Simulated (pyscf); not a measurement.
This saddle point was located with ωB97X-D3(BJ)/def2-SVP in PySCF.

```
O
H 1 0.9662
Ga 1 1.9008 2 121.27
H 3 1.5455 1 119.24 2 118.35
Si 1 1.9847 2 117.15 3 -111.27
H 5 1.4845 1 90.79 2 -115.11
H 5 1.4949 6 118.35 1 -86.26
H 5 1.5102 6 103.49 1 163.97
H 5 1.6654 6 109.60 8 -87.03
Cl 3 2.1559 4 123.08 9 -129.63
```
Charge 0, spin multiplicity 1.

Surface: singlet, charge 0. Lowest wavenumbers (cm⁻¹): 252i, 58, 138, 215, 273.

Problem. Which two sides does it connect, and which bonds change?

Solution. `[Cl][GaH2]` + `[OH][SiH3]` <-> `[OH][GaH][Cl]` + `[SiH4]`, a four-centre exchange read from left to right: Ga–H, O–Si broken and Ga–O, H–Si formed. At ωB97M-D3(BJ)/def2-TZVP it lies +8.2 kcal/mol from the left side and +3.9 kcal/mol from the right (each side as separated species at their lowest minima found). On the reactant side the descent ends in an adduct with a Ga–O contact, 18.7 kcal/mol under the separated species and 22.2 kcal/mol under the saddle at ωB97X-D3(BJ)/def2-TZVP. On the product side the descent ends in a complex, 5.7 kcal/mol under the separated species and 6.1 kcal/mol under the saddle at ωB97X-D3(BJ)/def2-TZVP. What is counted as formed (Ga–O) is already present as a longer contact in the reactant adduct; forming that adduct is a step of its own. At the saddle there is also a short Ga–Si contact that neither side keeps. At ωB97X-D3(BJ) the barrier from the zero used here is 3.6 kcal/mol. This is the saddle that the search found; another between the same sides may lie lower. Elements up to Kr have no core potential and no relativistic terms here.
